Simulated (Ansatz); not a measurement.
**CH+ (singlet): wave-function methods side by side at distance C1–H2 = 1.574 Å, cc-pVQZ**

One table from this session's results is given with a row withheld; the runs are named, their logs left out.

The runs use Ansatz 0.2.0, Gaussian basis; cc-pVQZ, core rule «outside noble gas», up to 1 orbitals frozen.

To be run: UHF; CCSD(T) on RHF; CCSD(T) on UHF; BCCD(T) on RHF; CCSDT(Q) on RHF; CCSDT(Q) on UHF; CASSCF and NEVPT2, 4 electrons in 5 orbitals; Full CI.

18 further runs of the same task are left out: 12 that didn't finish, 6 set aside as unsound or not needed.

### What is computed

The geometry derives from a PBE0/def2-TZVP stationary point (not a proven minimum). One bond is set to the value named and the two fragments are kept rigid.

2 atoms, charge 1, spin multiplicity 1.

Atoms are counted from 1 here; the program's logs count them from 0.

No contacts short enough for the rule that draws bonds.

Geometry (Å):

```xyz
2
CH
C     0.0000    0.0000    0.0000
H     0.0000    0.0000    1.5740
```

The first run:

File in.yaml:

```yaml
crystal:
  periodic: [false, false, false]
  atoms:
    - {symbol: C, position_ang: [0.000000, 0.000000, 0.000000]}
    - {symbol: H, position_ang: [0.000000, 0.000000, 1.574000]}
basis:
  gaussian: {orbitals: cc-pVQZ}
total_charge: 1
magnetization: {spin_polarized: true, initial_magnetization: 0}
hamiltonian: {xc: hf}
output: {orbitals: {seedname: orbitals}}
```

Started as:

```sh
$ ansatz run in.yaml --threads 1 --pin off --events-out ev --progress --plain --max-ram 2393MiB
```

Among the steps run: UHF; CCSD(T) on RHF; CCSD(T) on UHF; BCCD(T) on RHF; CCSDT(Q) on RHF; CCSDT(Q) on UHF; CASSCF and NEVPT2, 4 electrons in 5 orbitals; Full CI.

One of the session's tables, all rows but one given; the rest of the session is left out.

```
        method  from FCI (kcal/mol)
           RHF               +84.19
           UHF               +77.76
          RMP2               +22.78
          UMP2               +26.69
         RCCSD                +2.42
         UCCSD                +2.52
      RCCSD(T)                +0.44
      UCCSD(T)                +0.23
       BCCD(T)                +0.44
        RCCSDT                +0.14
        UCCSDT                +0.16
     RCCSDT(Q)                +0.04
     UCCSDT(Q)                    ?
CASSCF valence               +31.41
NEVPT2 valence                +7.74
           FCI                    0
```

Estimate the missing values for UCCSDT(Q).

The run gave: from FCI (kcal/mol): +0.06. In the column «from FCI (kcal/mol)» it lies between RCCSDT(Q) (+0.04) and RCCSDT (+0.14).

To keep in mind: The determinant is far from a pure spin state, so its energy mixes those of several spin states (harmless only where they are near-degenerate, as at dissociation). Restricted and unrestricted rows rest on different reference determinants; where their highest levels disagree by more than a few hundredths of an eV, they describe different states and don't form one ladder.
